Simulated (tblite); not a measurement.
Species: C₃H₈NO (doublet state).
Geometry (GFN2-xTB, Å), atoms numbered from 1 in this order:
```xyz
13
C3H8NO angstrom
C      1.8571   -0.2480    0.4003
O      0.7309   -0.7716   -0.2595
C     -0.3092    0.1450   -0.5016
C     -1.6328   -0.4839    0.0223
N     -0.0362    1.4143   -0.0393
H      2.3207    0.5471   -0.1908
H      2.5442   -1.0822    0.5263
H      1.5767    0.1743    1.3696
H     -0.4276    0.1699   -1.6153
H     -1.7278   -1.4895   -0.3742
H     -1.5890   -0.5258    1.1072
H     -2.4809    0.1204   -0.2876
H     -0.8305    2.0305   -0.1752
```

Computed geometry: GFN2-xTB, gas phase. This method treats the open shell by occupation alone, without spin polarisation.

Take the most abundant isotopes and a rigid rotor. The values belong to one conformer with, in the numbering `[CH3:1][O:2][C@@H:3]([CH3:4])[NH:5]`, C1–O2–C3–C4 -129°, O2–C3–N5–H -176°.

**Question.** Give the principal moments of inertia and the rotational constants in cm⁻¹.

**Answer.** Ia = 59.56, Ib = 121.59, Ic = 159.86 u·Å²; 505379 MHz·u·Å²/I gives 8486, 4156 and 3161 MHz, that is A = 0.28306, B = 0.13864, C = 0.10545 cm⁻¹.

**Question.** Classify the top.

**Answer.** An asymmetric top; Ray's κ = -0.626.

**Question.** What does the inertial defect say?

**Answer.** Not planar: Δ = Ic − Ia − Ib = -21.29 u·Å². For a rigid frame Δ = −2 Σ m c², so Σ m c² = 10.64 u·Å² lies off the ab plane: 5.92 from hydrogen and 4.72 from heavier atoms. The atom farthest from that plane is 1.47 Å away.

**Question.** Where do the levels up to J = 2 lie, in cm⁻¹?

**Answer.** Above 0(0,0):
J = 1: 1(0,1) 0.2441, 1(1,1) 0.3885, 1(1,0) 0.4217
J = 2: 2(0,2) 0.7272, 2(1,2) 0.8435, 2(1,1) 0.9431, 2(2,1) 1.3763, 2(2,0) 1.3814
The levels of one J sum to (2J + 1)J(J + 1)(A + B + C)/3.

**Question.** Estimate the classical rotational partition function at 100 K, 200 K and 298.15 K.

**Answer.** Point group C1, symmetry number σ = 1; q = (√π/σ)·√((kT/h)³/(ABC)), k/h = 20836.6 MHz/K: 16000 at 100 K, 45200 at 200 K, 82200 at 298.15 K.

For this open shell read J as N, the rotation without spin; fine and hyperfine splittings come on top. Its GFN2-xTB frequencies are all real (lowest 60 cm⁻¹). Constants of a rigid frame at the computed geometry: no zero-point averaging, no centrifugal distortion.
